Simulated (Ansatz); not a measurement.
Cartesian coordinates (Å):
SMILES: [SiH3]
```xyz
4

Si    -0.0005     0.0013     0.3326
H     -0.6922     1.2353    -0.1167
H      1.4165    -0.0186    -0.1087
H     -0.7238    -1.2179    -0.1073
```
Charge 0, spin multiplicity 2.

The numbers are results of frozen-core CCSD(T)/cc-pVTZ // r2SCAN-D4/def2-TZVP run with Ansatz (a quantum-chemistry and plane-wave program), not measurements.

| Property | Result |
|---|---|
| HF energy | -290.64028 Ha |
| MP2 correlation energy | -0.11653 Ha |

Q: Estimate the CCSD correlation energy, the (T) correction, the total energy and the T1 diagnostic.

A: 
```yaml
CCSD correlation energy: -0.14271 Ha
"(T) correction": -0.00351 Ha
CCSD(T) total energy: -290.78651 Ha
T1 diagnostic: 0.014
```
